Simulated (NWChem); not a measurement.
All runs are NWChem calculations. System: fluorine (F₂), charge 0, spin multiplicity 1, at a geometry optimised with PBE0/def2-SVP. Level: CCSD(T)/def2-QZVP, 2 core orbitals frozen.

Input file:

```
start mol
memory heap 100 mb stack 700 mb global 1900 mb
geometry units angstroms nocenter noautoz
  F      0.000000     0.000000     0.688226
  F      0.000000     0.000000    -0.688226
  symmetry group D2h
end
basis spherical
  * library def2-qzvp
end
scf
  rhf
  nopen 0
  maxiter 100
  thresh 1e-7
  semidirect memsize 60000000 filesize 0
end
tce
  freeze core 2
  ccsd(t)
  2eorb
  2emet 13
  thresh 1e-6
  maxiter 100
  tilesize 24
end
task tce energy
```

NWChem printed:

```
             Northwest Computational Chemistry Package (NWChem) 7.3.0
             --------------------------------------------------------

                                NWChem Input Module
                                -------------------

 Scaling coordinates for geometry "geometry" by  1.889725989
 (inverse scale =  0.529177249)

 Turning off AUTOSYM since
 SYMMETRY directive was detected!

                             Geometry "geometry" -> ""
                             -------------------------

 Output coordinates in angstroms (scale by  1.889725989 to convert to a.u.)

  No.       Tag          Charge          X              Y              Z
 ---- ---------------- ---------- -------------- -------------- --------------
    1 F                    9.0000     0.00000000     0.00000000     0.68822600
    2 F                    9.0000     0.00000000     0.00000000    -0.68822600

 Effective nuclear repulsion energy (a.u.)      31.1404663359

            Nuclear Dipole moment (a.u.)
            ----------------------------
        X                 Y               Z
 ---------------- ---------------- ----------------
     0.0000000000     0.0000000000     0.0000000000

      Symmetry information
      --------------------

 Group name             D2h
 Group number             26
 Group order               8
 No. of unique centers     1

      Symmetry unique atoms

     1


 Summary of "ao basis" -> "" (spherical)
 ------------------------------------------------------------------------------
       Tag                 Description            Shells   Functions and Types
 ---------------- ------------------------------  ------  ---------------------
 *                         def2-qzvp                  on all atoms

 Summary of "ao basis" -> "ao basis" (spherical)
 ------------------------------------------------------------------------------
       Tag                 Description            Shells   Functions and Types
 ---------------- ------------------------------  ------  ---------------------
 F                         def2-qzvp                17       57   7s4p3d2f1g

                                 NWChem SCF Module
                                 -----------------

  ao basis        = "ao basis"
  functions       =   114
  atoms           =     2
  closed shells   =     9
  open shells     =     0
  charge          =   0.00
  wavefunction    = RHF
  use symmetry    = T
  symmetry adapt  = T

 Summary of "ao basis" -> "ao basis" (spherical)
 ------------------------------------------------------------------------------
       Tag                 Description            Shells   Functions and Types
 ---------------- ------------------------------  ------  ---------------------
 F                         def2-qzvp                17       57   7s4p3d2f1g

      Symmetry analysis of basis
      --------------------------

        ag         24
        au          7
        b1g         7
        b1u        24
        b2g        13
        b2u        13
        b3g        13
        b3u        13

 Forming initial guess at       0.1s

      Superposition of Atomic Density Guess
      -------------------------------------

 Sum of atomic energies:        -198.84351753

      Non-variational initial energy
      ------------------------------

 Total energy =    -198.631838
 1-e energy   =    -340.702400
 2-e energy   =     110.930096
 HOMO         =      -0.487898
 LUMO         =      -0.166306

      Symmetry analysis of molecular orbitals - initial
      -------------------------------------------------

 !! scf_movecs_sym_adapt:   80 vectors were symmetry contaminated

  Symmetry fudging

 !! scf_movecs_sym_adapt:   66 vectors were symmetry contaminated

  Numbering of irreducible representations:

     1 ag          2 au          3 b1g         4 b1u         5 b2g
     6 b2u         7 b3g         8 b3u

  Orbital symmetries:

     1 ag          2 b1u         3 ag          4 b1u         5 ag
     6 b3u         7 b2u         8 b3g         9 b2g        10 b1u
    11 b1u        12 b2u        13 b3u        14 ag         15 b2g
    16 b3g        17 ag         18 b1u        19 ag

 Starting SCF solution at       1.2s

 ----------------------------------------------
         Quadratically convergent ROHF

 Convergence threshold     :          1.000E-07
 Maximum no. of iterations :          100
 Final Fock-matrix accuracy:          1.000E-09
 ----------------------------------------------

              iter       energy          gnorm     gmax       time
             ----- ------------------- --------- --------- --------
                 1     -198.7489962440  8.82D-01  2.92D-01      1.3
                 2     -198.7747766454  1.97D-01  9.50D-02      1.3
                 3     -198.7761555217  6.84D-03  2.18D-03      1.4
                 4     -198.7761583422  8.78D-06  6.00D-06      1.6
                 5     -198.7761583422  1.92D-09  6.04D-10      1.7

       Final RHF  results
       ------------------

         Total SCF energy =   -198.776158342245
      One-electron energy =   -340.155481041939
      Two-electron energy =    110.238856363799
 Nuclear repulsion energy =     31.140466335895

        Time for solution =      0.5s

       Symmetry analysis of molecular orbitals - final
       -----------------------------------------------

  Numbering of irreducible representations:

     1 ag          2 au          3 b1g         4 b1u         5 b2g
     6 b2u         7 b3g         8 b3u

  Orbital symmetries:

     1 ag          2 b1u         3 ag          4 b1u         5 b3u
     6 b2u         7 ag          8 b2g         9 b3g        10 b1u
    11 b1u        12 b3u        13 b2u        14 ag         15 b2g
    16 b3g        17 ag         18 b1u        19 b2u

             Final eigenvalues
             -----------------

              1
    1  -26.4244
    2  -26.4242
    3   -1.7828
    4   -1.4873
    5   -0.8186
    6   -0.8186
    7   -0.7649
    8   -0.6591
    9   -0.6591
   10    0.1069
   11    0.3980
   12    0.4165
   13    0.4165
   14    0.4855
   15    0.5103
   16    0.5103
   17    0.6565
   18    1.1014
   19    1.4241

                       ROHF Final Molecular Orbital Analysis
                       -------------------------------------

 Vector    7  Occ=2.000000D+00  E=-7.649260D-01  Symmetry=ag
              MO Center= -3.8D-17, -1.6D-16, -8.0D-18, r^2= 1.0D+00
   Bfn.  Coefficient  Atom+Function         Bfn.  Coefficient  Atom+Function
  ----- ------------  ---------------      ----- ------------  ---------------
    10      0.246322  1 F  pz                67     -0.246322  2 F  pz
    13      0.243841  1 F  pz                70     -0.243841  2 F  pz
    16      0.222904  1 F  pz                73     -0.222904  2 F  pz

 Vector    8  Occ=2.000000D+00  E=-6.590985D-01  Symmetry=b2g
              MO Center= -9.3D-19, -6.0D-33, -7.8D-17, r^2= 9.2D-01
   Bfn.  Coefficient  Atom+Function         Bfn.  Coefficient  Atom+Function
  ----- ------------  ---------------      ----- ------------  ---------------
     8      0.291583  1 F  px                65     -0.291583  2 F  px
    11      0.275801  1 F  px                68     -0.275801  2 F  px
    14      0.255449  1 F  px                71     -0.255449  2 F  px

 Vector    9  Occ=2.000000D+00  E=-6.590985D-01  Symmetry=b3g
              MO Center= -1.3D-33,  4.4D-21, -1.3D-17, r^2= 9.2D-01
   Bfn.  Coefficient  Atom+Function         Bfn.  Coefficient  Atom+Function
  ----- ------------  ---------------      ----- ------------  ---------------
     9      0.291583  1 F  py                66     -0.291583  2 F  py
    12      0.275801  1 F  py                69     -0.275801  2 F  py
    15      0.255449  1 F  py                72     -0.255449  2 F  py

 Vector   10  Occ=0.000000D+00  E= 1.069452D-01  Symmetry=b1u
              MO Center= -5.0D-20,  4.1D-20, -9.8D-17, r^2= 1.7D+00
   Bfn.  Coefficient  Atom+Function         Bfn.  Coefficient  Atom+Function
  ----- ------------  ---------------      ----- ------------  ---------------
     7      0.592468  1 F  s                 64     -0.592468  2 F  s
    19     -0.570944  1 F  pz                76     -0.570944  2 F  pz
    16     -0.278488  1 F  pz                73     -0.278488  2 F  pz
    13     -0.254633  1 F  pz                70     -0.254633  2 F  pz
    10     -0.252446  1 F  pz                67     -0.252446  2 F  pz

 Vector   11  Occ=0.000000D+00  E= 3.979697D-01  Symmetry=b1u
              MO Center= -9.4D-21,  1.1D-31, -2.1D-16, r^2= 4.3D+00
   Bfn.  Coefficient  Atom+Function         Bfn.  Coefficient  Atom+Function
  ----- ------------  ---------------      ----- ------------  ---------------
    19      1.369633  1 F  pz                76      1.369633  2 F  pz
     7     -1.078781  1 F  s                 64      1.078781  2 F  s
    16     -0.540519  1 F  pz                73     -0.540519  2 F  pz
     6      0.272074  1 F  s                 63     -0.272074  2 F  s
    10     -0.191680  1 F  pz                67     -0.191680  2 F  pz

 Vector   12  Occ=0.000000D+00  E= 4.165125D-01  Symmetry=b3u
              MO Center= -2.3D-17, -9.1D-33,  7.9D-17, r^2= 3.3D+00
   Bfn.  Coefficient  Atom+Function         Bfn.  Coefficient  Atom+Function
  ----- ------------  ---------------      ----- ------------  ---------------
    17      0.826237  1 F  px                74      0.826237  2 F  px
    14     -0.545409  1 F  px                71     -0.545409  2 F  px

 center of mass
 --------------
 x =   0.00000000 y =   0.00000000 z =   0.00000000

 moments of inertia (a.u.)
 ------------------
          64.269784759100           0.000000000000           0.000000000000
           0.000000000000          64.269784759100           0.000000000000
           0.000000000000           0.000000000000           0.000000000000

  Mulliken analysis of the total density
  --------------------------------------

    Atom       Charge   Shell Charges
 -----------   ------   -------------------------------------------------------
    1 F    9     9.00   1.16  0.01  0.63  0.17  0.55  1.07  0.37  1.48  1.78  1.46  0.30  0.00  0.00  0.02  0.00  0.00  0.00
    2 F    9     9.00   1.16  0.01  0.63  0.17  0.55  1.07  0.37  1.48  1.78  1.46  0.30  0.00  0.00  0.02  0.00  0.00  0.00

       Multipole analysis of the density wrt the origin
       ------------------------------------------------

     L   x y z        total         open         nuclear
     -   - - -        -----         ----         -------
     0   0 0 0     -0.000000      0.000000     18.000000

     1   1 0 0     -0.000000      0.000000      0.000000
     1   0 1 0     -0.000000      0.000000      0.000000
     1   0 0 1      0.000000      0.000000      0.000000

     2   2 0 0     -6.999015      0.000000      0.000000
     2   1 1 0     -0.000000      0.000000      0.000000
     2   1 0 1     -0.000000      0.000000      0.000000
     2   0 2 0     -6.999015      0.000000      0.000000
     2   0 1 1      0.000000      0.000000      0.000000
     2   0 0 2     -6.561967      0.000000     30.446146

                   NWChem Extensible Many-Electron Theory Module
                   ---------------------------------------------


            General Information
            -------------------
      Number of processors :     1
         Wavefunction type : Restricted Hartree-Fock
          No. of electrons :    18
           Alpha electrons :     9
            Beta electrons :     9
           No. of orbitals :   228
            Alpha orbitals :   114
             Beta orbitals :   114
        Alpha frozen cores :     2
         Beta frozen cores :     2
     Alpha frozen virtuals :     0
      Beta frozen virtuals :     0
         Spin multiplicity : singlet
    Number of AO functions :   114
       Number of AO shells :    34
        Use of symmetry is : on
      Symmetry adaption is : on
         Schwarz screening : 0.10D-09

          Correlation Information
          -----------------------
          Calculation type : Coupled-cluster singles & doubles w/ perturbation
   Perturbative correction : (T)
            Max iterations :      100
        Residual threshold : 0.10D-05
     T(0) DIIS level shift : 0.00D+00
     L(0) DIIS level shift : 0.00D+00
     T(1) DIIS level shift : 0.00D+00
     L(1) DIIS level shift : 0.00D+00
     T(R) DIIS level shift : 0.00D+00
     T(I) DIIS level shift : 0.00D+00
   CC-T/L Amplitude update :  5-th order DIIS
                I/O scheme : Global Array Library
        L-threshold :  0.10D-05
        EOM-threshold :  0.10D-05
 no EOMCCSD initial starts read in
 TCE RESTART OPTIONS
 SLICE:      F
 D4D5:       F
 quantumc:   F
 qrotation:  F
 pwtce:      F
 qducc:      F
 nacto:                         0
 nrotv:                         0
 nrot:                          0

            Memory Information
            ------------------
          Available GA space size is     249023804 doubles
          Available MA space size is     104853324 doubles

 Maximum block size supplied by input
 Maximum block size        24 doubles

 tile_dim =     22

 -------------------------------------------------

 Global array virtual files algorithm will be used

 Parallel file system coherency ......... OK

 4-electron integrals stored in orbital form

 v2    file size   =          4326670
 4-index algorithm nr.  13 is used
 imaxsize =       30
 imaxsize ichop =        0


CCSD iterations
 ---------------------------------------------------------
 Iter          Residuum       Correlation     Cpu    Wall
 ---------------------------------------------------------
    1   0.2336508719707  -0.5628508817381     1.2     1.2
    2   0.0505159512333  -0.5522226623849     1.1     1.1
    3   0.0184888072293  -0.5626973667546     1.1     1.1
    4   0.0080232841352  -0.5623195035366     1.2     1.2
    5   0.0037725307328  -0.5632774149527     1.2     1.2
    6   0.0013840305279  -0.5635043458298     1.1     1.1
    7   0.0007629041968  -0.5635614815928     1.1     1.1
    8   0.0004762330090  -0.5635603333353     1.1     1.1
    9   0.0003151241326  -0.5635627406443     1.2     1.2
   10   0.0002087282049  -0.5635653644918     1.2     1.2
   11   0.0000205508866  -0.5635710538463     1.1     1.1
   12   0.0000095760976  -0.5635697461849     1.1     1.1
   13   0.0000047695040  -0.5635700749628     1.1     1.1
   14   0.0000026456830  -0.5635699151093     1.1     1.1
   15   0.0000014900155  -0.5635699052684     1.1     1.1
   16   0.0000003388045  -0.5635698419738     1.1     1.1
 -----------------------------------------------------------------
 Iterations converged
 CCSD correlation energy / hartree =        -0.563569841973804
 CCSD total energy / hartree       =      -199.339728184218785

 Singles contributions

 Doubles contributions
    10b1u (alpha)    10b1u (beta ) ---     7ag  (alpha)     7ag  (beta )       -0.1315021290
 CCSD(T)
 Using plain CCSD(T) code
             total no. of tasks         5376
 total no. of tasks / no. procs         5376
                         wl_min          343           2.6
                         wl_max        81312           6.6
        thresh for no. of tasks         5376

 CCSD[T]  correction energy / hartree =        -0.020690895689652
 CCSD[T] correlation energy / hartree =        -0.584260737663456
 CCSD[T] total energy / hartree       =      -199.360419079908439
 CCSD(T)  correction energy / hartree =        -0.019910469714546
 CCSD(T) correlation energy / hartree =        -0.583480311688350
 CCSD(T) total energy / hartree       =      -199.359638653933331

 Task  times  cpu:       64.6s     wall:       64.6s

 Total times  cpu:       64.7s     wall:       64.7s
```
